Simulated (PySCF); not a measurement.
# SF(OH), triplet: computed properties

All numbers come from UPBE0 in PySCF with S def2-TZVP, F def2-TZVP, O def2-TZVP, H def2-TZVP; no relativity; density-fitted integrals.

The structure is a minimum.

```xyz
4
charge 0 multiplicity 3, angstrom
S    -0.0487   -0.1325   -0.1519
F     1.6130    0.0938    0.1668
O    -1.6978    0.1072    0.0575
H    -1.9136    0.7350    0.7600
```

```json
{
  "Point group": "Cs",
  "Bond lengths": "O–H 0.967 Å, S–F 1.707 Å, S–O 1.680 Å",
  "Bond angles": "F–S–O 156.0°, H–O–S 113.7°",
  "Spin squared ⟨S²⟩": "2.006",
  "Entropy at 298.15 K and 1 bar (electronic part: spin only)": "277.4 J/(mol K)",
  "Heat capacity Cp at 298.15 K": "56.7 J/(mol K)",
  "Rotational constants": "5.128, 0.1696, 0.1642 cm⁻¹",
  "Rotational symmetry number": "1",
  "Highest occupied level (α)": "-7.60 eV",
  "Principal quadrupole moments (Buckingham, traceless) about the centre of mass": "-7.14, 0.30, 6.84 D Å",
  "Enthalpy at 298.15 K above 0 K": "12.88 kJ/mol",
  "Zero-point energy": "39.9 kJ/mol",
  "Atomisation energy without zero-point energy": "980 kJ/mol",
  "Principal polarisabilities": "16.1, 18.7, 42.0 bohr³",
  "Dipole moment": "2.39 D",
  "Lowest empty level (β)": "-3.66 eV"
}
```

Harmonic modes (masses in u: S 31.972, F 18.998, O 15.995, H 1.008):
```tsv
symmetry	ω (cm⁻¹)	IR (km/mol)
a'	274	9.7
a''	366	137
a'	578	122
a'	699	303
a'	949	91.8
a'	3805	122
```

Charges (e):
```
atom  Mulliken  Löwdin  polar tensor  spin (Mulliken)  Mayer order to S1
  S1      0.37    0.41          1.06             1.48                  –
  F2     -0.29   -0.27         -0.66             0.21               0.87
  O3     -0.41   -0.28         -0.73             0.31               1.09
  H4      0.33    0.15          0.33            -0.01               0.04
```
Other Mayer orders above 0.3: O–H 0.87.

Mulliken populations on S1: s 6.00, p 9.26, d 0.33, f 0.04.

Outer orbital energies (eV). α occupied: -16.08, -13.49, -13.00, -12.49, -11.71, -10.35, -7.89, -7.60; empty: 0.32, 2.46, 7.07, 7.15. β occupied: -29.38, -19.48, -15.51, -12.53, -11.76, -11.49, -10.55, -9.40; empty: -3.66, -3.21, 0.56, 2.96.

This need not be the most stable arrangement of these atoms. At this level a singlet minimum of C1 symmetry lies 148 kJ/mol below this structure.

The final relaxation and frequency run took 41 s on 4 threads of a shared Arm Neoverse V1 host, with 105 basis functions and 19 gradients; the process peaked at 1.2 GiB. Launch command: `OMP_NUM_THREADS=4 python axn.py task.json out`.
